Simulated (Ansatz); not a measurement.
methanethiol (CH4S), SMILES CS.

The structure is a stationary point at B3LYP-D3(BJ)/def2-TZVP.

Two levels are set side by side: PBE/def2-TZVPD (Ansatz, a program for electronic structure) and PBE0/def2-TZVPD (Ansatz). Energy differences of separate SCF runs at the same geometry; the states with an electron removed or added have multiplicity 2 and 2. Differences are taken from unrounded values.

```csv
quantity,PBE0,PBE,PBE minus PBE0
vertical ionisation energy (eV),9.34,9.30,-0.04
vertical singlet–triplet gap (eV),4.89,4.75,-0.14
```
